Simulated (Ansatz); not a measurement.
Cubic perovskite BaTiO3 (cubic high-temperature phase) was calculated with PBE (PAW; Ansatz, a program for electronic structure).

Numerical settings: plane-wave cutoff 520 eV, 6×6×6 k mesh, no spin polarisation, scalar-relativistic PAW data made under PBE.

Computed at the level's own relaxed cell.

Hill averages of the elastic tensor: K = 162.8 GPa, G = 106.2 GPa. Volume 12.987 Å³/atom, mean atomic mass 46.638 u.

Question: Work out the density, the sound velocities of a polycrystal and the elastic Debye temperature at this level.

Answer: ρ = 1.66054 × 46.638/12.987 = 5.963 g/cm³. v_l = √[(K + 4G/3)/ρ] = 7.145 km/s and v_t = √(G/ρ) = 4.220 km/s. The mean follows from 3/v_m³ = 1/v_l³ + 2/v_t³: v_m = 4.675 km/s. Θ_D = (ħ/k_B) v_m (6π²/V)^(1/3) = 76.38 K Å s/km × 4.675 × 1.6582 Å⁻¹ = 592 K, counting all atoms of the cell.

Note: the relaxation could not lower the start's symmetry, so the cell can be a saddle point above a distorted one.
